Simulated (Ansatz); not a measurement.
Relaxation of AlClFH (4 atoms, charge 0, multiplicity 1), to a largest force component of 0.02 eV/Å in at most 40 steps.

The calculation used Ansatz 0.2.0, RKS r2SCANh/def2-SVP.

```xyz
4
Properties=species:S:1:pos:R:3
Al 0.000 0.000 0.000
F 0.000 0.000 1.690
Cl 1.931 0.000 -1.115
H -1.351 0.000 -0.780
```

Task: Where does it end, and by what steps?

Result: The run converged. After 4 steps the energy has fallen by 0.181 eV; Cl3 moved furthest, 0.12 Å.

| step | energy less start (eV) | largest force component (eV/Å) | accepted |
| --- | --- | --- | --- |
| 0 | 0.0000 | 1.632 | yes |
| 1 | -0.1672 | 0.583 | yes |
| 2 | -0.1792 | 0.273 | yes |
| 3 | -0.1806 | 0.032 | yes |
| 4 | -0.1806 | 0.002 | yes |

```xyz
4
Properties=species:S:1:pos:R:3
Al 0.020 0.000 -0.028
F 0.055 0.000 1.627
Cl 1.854 0.000 -1.024
H -1.349 0.000 -0.779
```

Whether the end is a true minimum wasn't checked by a vibrational analysis.

Run time: 7.3 s on 1 thread of Intel(R) Xeon(R) 6975P-C (Granite Rapids), with other jobs on the host, peak memory 0.15 GiB.
